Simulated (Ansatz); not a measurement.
# BH₃NSi radical (SMILES B1N[SiH]1): functionals against CCSD(T) at one geometry

The atoms stand at a structure displaced at random from a GFN2-xTB minimum. How far do the functionals agree with CCSD(T) there?

Program: Ansatz 0.2.0, Gaussian basis. Level of theory: single points in def2-TZVPP. These are calculated values, not measurements.

Cores are frozen in the correlated methods. Orbitals are unrestricted.

## (1) Where the work starts

SMILES `B1N[SiH]1`, 6 atoms, charge 0, spin multiplicity 2.

Atoms are counted from 1 here; the program's logs count them from 0.

Bond lengths: B1–N2 1.334 Å, B1–Si3 2.056 Å, B1–H4 1.087 Å, N2–Si3 1.772 Å, N2–H5 1.253 Å, Si3–H6 1.404 Å. Angles: N2–B1–Si3 58.5°, N2–B1–H4 139.4°, Si3–B1–H4 157.8°, B1–N2–Si3 81.6°, B1–N2–H5 130.9°, Si3–N2–H5 147.5°, B1–Si3–N2 39.9°, B1–Si3–H6 128.8°, N2–Si3–H6 105.2°.

Geometry (Å):

```
atom    x (Å)    y (Å)    z (Å)
  B1  -0.9132  -0.3520  -0.3711
  N2   0.3058   0.1812  -0.4651
 Si3  -0.0374   0.6127   1.2194
  H4  -1.7123  -0.7032  -1.0192
  H5   1.1027   0.2427  -1.4300
  H6   1.1197   0.2616   1.9332
```

## (2) CCSD(T)/def2-TZVPP

run/in.yaml reads:

```yaml
crystal:
  periodic: [false, false, false]
  atoms:
    - {symbol: B, position_ang: [-0.913200, -0.352000, -0.371100]}
    - {symbol: N, position_ang: [0.305800, 0.181200, -0.465100]}
    - {symbol: Si, position_ang: [-0.037400, 0.612700, 1.219400]}
    - {symbol: H, position_ang: [-1.712300, -0.703200, -1.019200]}
    - {symbol: H, position_ang: [1.102700, 0.242700, -1.430000]}
    - {symbol: H, position_ang: [1.119700, 0.261600, 1.933200]}
basis:
  gaussian: {orbitals: def2-TZVPP}
magnetization: {spin_polarized: true, initial_magnetization: 1}
correlation: {method: ccsd_t}
scf: {omitted_lower_state_checks: [cluster_reference]}
output: {forces: true}
```

The command line of these runs was not kept.

## (3) PBE0-D4/def2-TZVPP

Changes to run/in.yaml since step 2:

```diff
@@ -12,4 +12,3 @@
 magnetization: {spin_polarized: true, initial_magnetization: 1}
-correlation: {method: ccsd_t}
-scf: {omitted_lower_state_checks: [cluster_reference]}
-output: {forces: true}
+hamiltonian: {xc: pbe0, dispersion: d4}
+output: {forces: true, orbitals: {seedname: orbitals}}
```

## (4) wB97M-V/def2-TZVPP

Changes to run/in.yaml since step 3:

```diff
@@ -12,3 +12,3 @@
 magnetization: {spin_polarized: true, initial_magnetization: 1}
-hamiltonian: {xc: pbe0, dispersion: d4}
-output: {forces: true, orbitals: {seedname: orbitals}}
+hamiltonian: {xc: {name: wB97M-V}}
+output: {forces: true}
```

## (5) r2SCAN-D4/def2-TZVPP

Changes to run/in.yaml since step 4:

```diff
@@ -12,3 +12,3 @@
 magnetization: {spin_polarized: true, initial_magnetization: 1}
-hamiltonian: {xc: {name: wB97M-V}}
+hamiltonian: {xc: r2scan, dispersion: d4}
 output: {forces: true}
```

## (6) PBE-D4/def2-TZVPP

Changes to run/in.yaml since step 5:

```diff
@@ -12,3 +12,3 @@
 magnetization: {spin_polarized: true, initial_magnetization: 1}
-hamiltonian: {xc: r2scan, dispersion: d4}
+hamiltonian: {xc: pbe, dispersion: d4}
 output: {forces: true}
```

## (7) wB97X-V/def2-TZVPP

Changes to run/in.yaml since step 6:

```diff
@@ -12,3 +12,3 @@
 magnetization: {spin_polarized: true, initial_magnetization: 1}
-hamiltonian: {xc: pbe, dispersion: d4}
+hamiltonian: {xc: {name: wB97X-V}}
 output: {forces: true}
```

## (8) CAM-B3LYP-D4/def2-TZVPP

Changes to run/in.yaml since step 7:

```diff
@@ -12,3 +12,3 @@
 magnetization: {spin_polarized: true, initial_magnetization: 1}
-hamiltonian: {xc: {name: wB97X-V}}
+hamiltonian: {xc: {name: CAM-B3LYP}, dispersion: d4}
 output: {forces: true}
```

(Steps that only read results are left out.)

What does the calculation give? Wanted: energy less free atoms, CCSD(T)/def2-TZVPP; RMS force component; RMS force error; HOMO and LUMO, PBE0-D4; T1 diagnostic.

**Answer**, as computed:

| quantity | value |
| --- | --- |
| energy less free atoms, CCSD(T)/def2-TZVPP | -1768.1 kJ/mol |
| RMS force component | 2.157 to 2.363 eV/Å over the methods |
| RMS force error | PBE0-D4 0.242, wB97M-V 0.176, r2SCAN-D4 0.247, PBE-D4 0.241, wB97X-V 0.177, CAM-B3LYP-D4 0.275 eV/Å |
| HOMO and LUMO, PBE0-D4 | -5.39 and -2.13 eV |
| T1 diagnostic | 0.023 |

What this shows: Against CCSD(T) the functionals' energies less atoms differ by -149.0 to -87.1 kJ/mol, PBE-D4 by -149.0 kJ/mol. CCSD(T) in triple zeta still lacks some correlation energy of the bonds, so part of these gaps is its own basis error and they don't rank the functionals. For forces wB97M-V does best and CAM-B3LYP-D4 worst. Frozen-core CCSD(T) forces in triple zeta carry basis errors of their own, and this is one geometry, so small gaps rank nothing.
